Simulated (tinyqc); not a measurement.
RHF in the sto-3g basis, for H2F+, spin multiplicity 1, step by step. One step of it, computed by the program tinyqc.

Question. Orthogonalisation. S = U s U^T; canonical form X = U s^(-1/2), so that X^T S X = 1. Each column of U has its largest component positive (the first on a tie).

overlap S:
```
,1F 1s,1F 2s,1F 2px,1F 2py,1F 2pz,2H 1s,3H 1s
1F 1s,1.000000,0.237990,0.000000,0.000000,0.000000,0.021021,0.019032
1F 2s,0.237990,1.000000,0.000000,0.000000,0.000000,0.247066,0.228397
1F 2px,0.000000,0.000000,1.000000,0.000000,0.000000,0.000000,0.000000
1F 2py,0.000000,0.000000,0.000000,1.000000,0.000000,0.171677,-0.160424
1F 2pz,0.000000,0.000000,0.000000,0.000000,1.000000,0.136483,0.127532
2H 1s,0.021021,0.247066,0.000000,0.171677,0.136483,1.000000,0.112684
3H 1s,0.019032,0.228397,0.000000,-0.160424,0.127532,0.112684,1.000000
```

Give: eigenvalues of S; X.

Answer.

eigenvalues of S: 0.608  0.703  0.902  1.000  1.102  1.185  1.500

X:
```
,1,2,3,4,5,6,7
1F 1s,-0.491,0.072,0.627,0.000,-0.592,-0.024,0.268
1F 2s,0.893,-0.093,-0.214,0.000,-0.294,-0.020,0.498
1F 2px,0.000,0.000,0.000,1.000,0.000,0.000,0.000
1F 2py,0.085,0.734,-0.010,0.000,-0.011,0.721,0.018
1F 2pz,0.330,-0.022,0.723,0.000,0.601,0.003,0.206
2H 1s,-0.572,-0.610,-0.258,0.000,0.222,0.390,0.404
3H 1s,-0.404,0.705,-0.282,0.000,0.245,-0.413,0.375
```
